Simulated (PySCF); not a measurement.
Species: C3H3N (charge +1 and doublet state).
SMILES with atom numbers: `[CH2+:1][CH:2][C:3]#[N:4]` (hydrogens: H5, H6 on C1; H7 on C2)

Geometry (GFN2-xTB, Å), atoms numbered from 1 in this order:
```
atom  x, y, z in Å
C1    -1.0120   -0.2689   -0.0570
C2     0.1639    0.2624   -0.3530
C3     1.3551    0.0833    0.3879
N4     2.2598    0.0235    1.0788
H5    -1.2902   -0.6628    0.9216
H6    -1.8086   -0.3628   -0.7976
H7     0.3354    0.9301   -1.2078
```

Computed, not measured: UKS B3LYP, pcH-1 on C H N, non-relativistic, mean-field spin-orbit, GIAO in PySCF. One conformer (not necessarily the lowest) at the GFN2-xTB geometry, without solvent, vibrations or thermal averaging. A GFN2-xTB geometry isn't a minimum of the functional, and hyperfine couplings can be far from their values at a DFT geometry, by a factor of two or more for some ions and for spin on atoms past the first row. The frame is twisted about the C1–C2 bond at this geometry (dihedral H5–C1–C2–C3 = 19°); couplings at other torsion angles weren't computed.

Q: What is the g tensor, term by term?

A: 
```
                    Δg (ppm)     1     2     3
relativistic mass correction  -165  -165  -165
            gauge correction    -3    40    42
   orbital Zeeman/spin–orbit   131  1844  3442
                       total   -36  1719  3319
```

So g = 2.00228, 2.00404, 2.00564 and g_iso = 2.00399; the tensor is rhombic: the two nearest values differ by 48 % of g3 − g1. Axes: g2 points within 11° of the C2–H7 bond and g3 points within 15° of the C3–N4 bond.

Q: At 9.311 GHz, how far is the centre of the isotropic spectrum from where a free electron (g = 2.002319) resonates?

A: B = hν/(g μB) with μB/h = 13.99624 MHz/mT gives 332.24 mT for the free electron and 331.96 mT at g_iso, 0.28 mT lower.

Q: What effective moment and Curie constant follow for a powder?

A: With the mean of g² = 4.0160 and S(S+1) = 0.75: μ_eff = √(⟨g²⟩S(S+1)) = 1.736 μB and χT = 0.12505·⟨g²⟩·S(S+1) = 0.377 cm³ K/mol (cgs; spin-Hamiltonian part alone).

Q: In a frozen sample, at which fields do the three g values resonate at 9.5, 34, 94 and 263 GHz (hyperfine left aside), and which band first spreads them over more than twice a line width of 0.5 mT?

A: 
```tsv
band	GHz	B(g3) mT	B(g2) mT	B(g1) mT	spread mT
X	9.5	338.42	338.69	338.99	0.57
Q	34.0	1211.20	1212.16	1213.23	2.03
W	94.0	3348.60	3351.28	3354.21	5.61
J	263.0	9368.96	9376.45	9384.66	15.70
```

The spread grows in proportion to the frequency. Q band is the first where it exceeds 1.0 mT.

The Mulliken spin populations are largest on C1 (+0.46), N4 (+0.34) and C2 (+0.28). Three atoms exceed +0.15.

The HOMO–LUMO gaps are 6.37 eV among the α and 3.25 eV among the β orbitals.

On one thread of an Arm Neoverse V1, on a shared host, this took 23 s.

The SMILES draws the unpaired electron on C2; the largest computed Mulliken spin population is on C1 (0.46 against 0.28).
